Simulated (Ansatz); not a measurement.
The end point of a relaxation of Nb. Space group Im-3m (No. 229), bcc (W type). Calculation: PBEsol (plane waves to 420 eV, PAW, scalar-relativistic; Ansatz, a program for electronic structure).

```xyz
1
Lattice="2.3127 1.3353 0.9447 -2.3127 1.3353 0.9447 0.0000 -2.6705 0.9447" Properties=species:S:1:pos:R:3 pbc="T T T"
Nb     0.0000     0.0000     0.0000
```

```yaml
volume_per_atom: 17.50 Å³
band_gap: zero (metallic)
shortest_distances: Nb–Nb 2.83 Å
k-mesh: 20×20×20
```

No spin polarisation in the result.

Measured for Nb: a 3.294 Å (static lattice; corrected from measurement; as listed in Daniel Mejia-Rodriguez, S. B. Trickey, Phys. Rev. B (2018)). Computed minus measured — a: PBEsol -0.7 %. The computed values are for a static lattice.

The run could not lose the symmetry of its start.
